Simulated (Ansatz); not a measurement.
Born–Oppenheimer molecular dynamics of FH$_{3}$OSi (6 atoms, charge 0, multiplicity 1). It starts at the highest image of a converged band. Of that band: Neighbouring images differ by up to 2.5 eV, so the band resolves the path poorly. A vibrational analysis at the climbing image gives one clearly imaginary mode, 2078i cm⁻¹: a first-order saddle point.

These are results of Ansatz 0.2.0, RHF/def2-SVP, not measurements.

```yaml
ensemble: NVE (velocity Verlet)
time_step: 0.5 fs
steps_asked: 200
starting_velocities_drawn_for: 300 K
seed: 3919
```

First frame:

```xyz
6
Properties=species:S:1:pos:R:3
Si 0.183 0.029 -0.337
O 0.689 0.122 1.417
H 0.468 -0.485 2.119
H 1.560 -0.034 0.532
F -0.775 1.307 -0.578
H -0.766 -1.115 -0.377
```

(1) How far do the bonds stretch over the last three quarters of this one trajectory? (Pairs bonded in most of those frames.)

## Answers

(1) 
```tsv
bond	mean (Å)	spread (Å)	shortest	longest
Si1–F5	1.648	0.037	1.60	1.70
Si1–H6	1.527	0.053	1.44	1.61
O2–H3	0.954	0.026	0.90	1.01
O2–H4	0.958	0.051	0.88	1.05
```

Mean temperature of the second half: 2578 K. The conserved energy stayed within 0.81 meV per atom of its start (net change -0.46 meV per atom), so the integration is sound. The kinetic energy rose, since the run started high on the potential surface and went downhill. It ends in pieces (FHSi + H2O), so much of that is their flight and rotation, not heat. A run of 0.1 ps of so small a system gives no equilibrium averages. The orbitals stay closed-shell, which can raise the energy where a bond breaks towards radicals; this wasn't checked here.

Run time: 2.7 min on 1 thread of Intel(R) Xeon(R) Platinum 8259CL CPU @ 2.50GHz (Skylake/Cascade Lake), on a shared host, peak memory 0.11 GiB.
